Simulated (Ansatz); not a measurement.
A nudged elastic band was laid between two geometries of CH$_{7}$AlO (10 atoms, charge 0, multiplicity 1).

These are results of Ansatz 0.2.0, RKS PBE-D4/def2-SVPD, not measurements.

```json
{
 "movable images": "5",
 "climbing image": "yes",
 "spring": "5.0 eV/Å²",
 "optimiser": "quadratic models (default)",
 "start path": "through a guess of the saddle point",
 "force threshold": "0.05 eV/Å",
 "iteration limit": "60",
 "end points": "relaxed"
}
```

First end point:

```xyz
10
Properties=species:S:1:pos:R:3
Al -0.023 0.110 0.172
H -0.157 0.480 1.741
H 1.364 0.447 -0.563
C -1.680 -0.003 -0.919
H -2.536 -0.450 -0.369
H -2.018 1.005 -1.242
H -1.538 -0.588 -1.855
O 0.186 -1.941 0.538
H -0.534 -2.464 0.140
H 0.172 -2.121 1.497
```

Last end point:

```xyz
10
Properties=species:S:1:pos:R:3
Al 0.104 -0.626 -0.372
H -0.427 0.230 1.872
H 1.416 0.273 -0.428
C -1.681 -0.015 -0.916
H -2.499 -0.594 -0.441
H -1.841 1.056 -0.671
H -1.818 -0.107 -2.015
O 0.419 -2.293 0.046
H -0.278 -2.966 0.067
H -0.158 -0.482 1.996
```

Task: What changes between the two ends?

Result: Bonds broken: Al1–H2, O8–H10. Bonds formed: H2–H10. CH7AlO becomes CH5AlO + H2.

Task: What energy profile does the band end with?

Result: The run converged. The highest image is number 3 of 0 to 6, 0.42 eV above the first end and 0.79 eV above the last; the last end lies 0.38 eV below the first. A vibrational analysis at the climbing image gives one clearly imaginary mode, 1031i cm⁻¹: a first-order saddle point. The orbitals stay closed-shell, which can raise the energy where a bond breaks towards radicals; this wasn't checked here.

```tsv
image	path coordinate (Å)	energy (eV)	Al1–H2 (Å)	O8–H10 (Å)	H2–H10 (Å)
0	0.00	0.00	1.62	0.98	2.63
1	0.47	0.03	1.63	0.98	2.19
2	0.93	0.14	1.66	1.01	1.64
3	1.40	0.42	1.79	1.24	1.08
4	1.99	-0.15	2.12	1.89	0.80
5	2.59	-0.36	2.41	2.43	0.77
6	3.18	-0.38	2.46	2.72	0.77
```

Task: What is the geometry of the highest image?

Result: 
```xyz
10
Properties=species:S:1:pos:R:3
Al 0.010 -0.194 -0.050
H -0.164 -0.214 1.728
H 1.377 0.519 -0.448
C -1.715 0.039 -0.958
H -2.554 -0.449 -0.420
H -1.984 1.108 -1.083
H -1.683 -0.398 -1.979
O 0.315 -2.019 0.520
H -0.391 -2.675 0.381
H 0.025 -1.242 1.448
```

Task: What are the harmonic wavenumbers there?

Result: 1031i, 87, 161, 300, 472, 502, 546, 596, 613, 700, 727, 752, 1020, 1164, 1335, 1363, 1368, 1632, 1826, 1903, 2953, 3039, 3052, 3734 cm⁻¹.

Run time: 54 s on 4 threads of Arm Neoverse V1, on a shared host, peak memory 0.15 GiB.
